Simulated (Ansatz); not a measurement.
# AlB (triplet): wB97M-V, B2PLYP over a scan of the distance B1–Al2, cc-pVDZ

Aim: run AlB (triplet) with these functionals over a scan of the distance B1–Al2, and hold them against the top wave-function level at the same points.

Method: cc-pVDZ, all electrons in the functionals, frozen cores in the correlation of double hybrids and RPA; program: Ansatz 0.2.0, Gaussian basis.

Plan: wB97M-V, B2PLYP, at 1.641 Å; 1.860 Å; 2.023 Å; 2.276 Å; 2.517 Å; 2.828 Å; 3.196 Å; 3.782 Å; 4.342 Å; 5.406 Å; 6.908 Å.

13 further runs of the same task are left out: 1 for a known fault of the program, 1 for a mislabelled method, 9 that didn't finish, 2 set aside as unsound or not needed.

**1. The geometry**

The geometry derives from a PBE0/def2-TZVP stationary point (not a proven minimum). One bond is set to the value named and the two fragments are kept rigid.

2 atoms, charge 0, spin multiplicity 3.

Atoms are counted from 1 here; the program's logs count them from 0.

Bond lengths: B1–Al2 2.023 Å.

No dispersion term is added; wB97M-V holds VV10 nonlocal correlation.

The geometry shown and the zero of energy belong to the point 2.023 Å. The yardstick, FCI, and other wave-function levels (R restricted, U unrestricted, valence and pair active spaces) come from earlier runs.

**2. wB97M-V, 1.641 Å**

The input, in.yaml:

```yaml
crystal:
  periodic: [false, false, false]
  atoms:
    - {symbol: B, position_ang: [0.000000, 0.000000, 0.000000]}
    - {symbol: Al, position_ang: [0.000000, 0.000000, 1.641000]}
basis:
  gaussian: {orbitals: cc-pVDZ}
magnetization: {spin_polarized: true, initial_magnetization: 2}
hamiltonian: {xc: {name: wB97M-V}}
output: {forces: true, orbitals: {seedname: orbitals}}
```

The run is started by

```bash
ansatz run in.yaml --threads 1 --pin off --events-out ev --progress --plain --max-ram 2393MiB
```

After this run come: wB97M-V, 1.860 Å; wB97M-V, 2.023 Å; wB97M-V, 2.276 Å; wB97M-V, 2.517 Å; wB97M-V, 2.828 Å; wB97M-V, 3.196 Å; wB97M-V, 3.782 Å; wB97M-V, 4.342 Å; wB97M-V, 5.406 Å; wB97M-V, 6.908 Å; B2PLYP, 1.641 Å; B2PLYP, 1.860 Å; B2PLYP, 2.023 Å; B2PLYP, 2.276 Å; B2PLYP, 2.517 Å; B2PLYP, 2.828 Å; B2PLYP, 3.196 Å; B2PLYP, 3.782 Å; B2PLYP, 4.342 Å; B2PLYP, 5.406 Å; B2PLYP, 6.908 Å.

Before running them: what should the planned runs give, taken together? Wanted: span of the FCI curve; largest miss, wB97M-V; largest miss, B2PLYP.

**Answer**, as computed:

| quantity | value |
| --- | --- |
| span of the FCI curve | 1.793 eV |
| largest miss, wB97M-V | -0.135 eV (2.276 Å) |
| largest miss, B2PLYP | -0.173 eV (2.276 Å) |

In words: Of the functionals, wB97M-V keep the smallest largest miss at the points compared (at most 0.135 eV) and B2PLYP strays most (0.173 eV, at 2.276 Å). B2PLYP clearly breaks the spin symmetry at some points (⟨S²⟩ up to 0.51 above the pure value), so energy there is bought with a mixed spin. Functionals and the yardstick converge differently with the basis, so part of each miss in cc-pVDZ is the basis.
